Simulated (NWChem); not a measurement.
**BH2OF (SMILES OBF) at PBE0/def2-SVP**

Wanted: a geometry optimisation of BH2OF. 

The results are computed with NWChem 7.3.0.

2 further runs of the same task are left out: 1 that didn't finish, 1 set aside as unsound or not needed.

**1. Starting point**

The species is BH2OF (5 atoms), meant as a singlet with charge 0. As SMILES, `OBF`. The shape is that of a PBE0-D4/def2-TZVP optimisation. This is one conformer, not always the lowest. The run starts from this shape.

Bond lengths: O1–B2 1.344 Å, B2–F3 1.332 Å, O1–H4 0.963 Å, B2–H5 1.192 Å. Angles: O1–B2–F3 120.3°, O1–B2–H5 120.1°, F3–B2–H5 119.6°, B2–O1–H4 113.4°.

**2. A geometry optimisation at PBE0/def2-SVP**

bfh2o.nw

```
start bfh2o
title "BFH2O PBE0"
memory 2200 mb

geometry units angstrom
 O       -0.965400       0.157400       0.156900
 B        0.365000      -0.030200       0.201100
 F        1.039200      -0.323700      -0.909500
 H       -1.337200       0.057400      -0.725800
 H        0.948300       0.065400       1.236000
end

basis spherical bse
 * library def2-SVP
end

dft
 xc pbe0
 grid lebedev 35 6
 convergence energy 1e-08
 maxiter 100
 mulliken
 print low
end

driver
 tight
 maxiter 40
end

task dft optimize
```

On the command line:

```console
$ nwchem bfh2o.nw > bfh2o.out
```

What it wrote:

```text
[...]
 Group name             Cs
[...]
 d= 0,ls=0.0,diis     1   -200.7893514856 -2.65D+02  1.94D-02  6.08D-01     0.2
[...]
         Total DFT energy =     -200.860746605137
[...]
@    0    -200.86074661  0.0D+00  0.00553  0.00214  0.00000  0.00000      1.5
[...]
         Total DFT energy =     -200.860813226752
[...]
@    1    -200.86081323 -6.7D-05  0.00144  0.00060  0.00484  0.01302      2.7
[...]
@    4    -200.86081857 -6.2D-08  0.00002  0.00001  0.00009  0.00019      5.4
[...]
         Total DFT energy =     -200.860818544506
[...]
         Total DFT energy =   -200.860818544506
[...]
@    5    -200.86081854  2.3D-08  0.00000  0.00000  0.00009  0.00019      6.2
[...]
 d= 0,ls=0.0,diis     2   -200.8608185353  9.60D-10  1.15D-06  1.90D-08     6.4
         Total DFT energy =     -200.860818535258
      One electron energy =     -404.628925898433
           Coulomb energy =      163.160974990641
    Exchange-Corr. energy =      -23.696345555200
 Nuclear repulsion energy =       64.303477927735
[...]
      Total Density - Mulliken Population Analysis
     ---------------------------------------------
    Atom       Charge   Shell Charges
 -----------   ------   -------------------------------------------------------
    1 O    8     8.13   1.99  1.08  0.56  2.89  1.60  0.01
    2 B    5     4.84   1.99  0.76  0.08  1.51  0.30  0.20
    3 F    9     9.14   1.99  1.13  0.73  3.36  1.92  0.01
    4 H    1     0.81   0.68  0.05  0.07
    5 H    1     1.08   0.74  0.33  0.01
[...]
         Total DFT energy =   -200.860818535258
                         DFT ENERGY GRADIENTS
    atom               coordinates                        gradient
                 x          y          z           x          y          z
   1 O      -0.293830  -2.207409   0.000000   -0.000109   0.000027   0.000000
   2 B       0.919853   0.017845   0.000000    0.000024  -0.000026   0.000000
   3 F      -0.380146   2.171342   0.000000    0.000159   0.000033   0.000000
   4 H      -2.110727  -2.037532   0.000000   -0.000103   0.000144   0.000000
   5 H       3.193071   0.064565   0.000000    0.000028  -0.000178   0.000000
[...]
@    6    -200.86081854  9.2D-09  0.00001  0.00000  0.00001  0.00001      7.2
[...]
      Optimization converged
[...]
@    6    -200.86081854  9.2D-09  0.00001  0.00000  0.00001  0.00001      7.2
[...]
```

Run time: 7.8 s. Hardware: 1 thread of Intel Xeon 6975P-C (Granite Rapids), shared host; peak memory 0.11 GiB.

The path in brief:

```
step  energy from the first frame kept (eV)
   0                                 0.0000
   1                                -0.0018
   2                                -0.0019
   3                                -0.0020
   4                                -0.0020
   5                                -0.0020
   6                                -0.0020
```

After the run. Bond lengths: O1–B2 1.341 Å, B2–F3 1.331 Å, O1–H4 0.966 Å, B2–H5 1.203 Å. Angles: O1–B2–F3 120.3°, O1–B2–H5 119.8°, F3–B2–H5 119.9°, B2–O1–H4 113.3°.

**3. What came out**

Level: PBE0/def2-SVP.

```
               quantity          value
total energy at the end  -200.86082 Eh
```

At the final geometry: Bond lengths: O1–B2 1.341 Å, B2–F3 1.331 Å, O1–H4 0.966 Å, B2–H5 1.203 Å. Angles: O1–B2–F3 120.3°, O1–B2–H5 119.8°, F3–B2–H5 119.9°, B2–O1–H4 113.3°. The optimisation took 7 steps and changed the energy by -0.002 eV. Mulliken charges run from -0.14 on F3 to +0.19 on H4; they depend strongly on the basis.
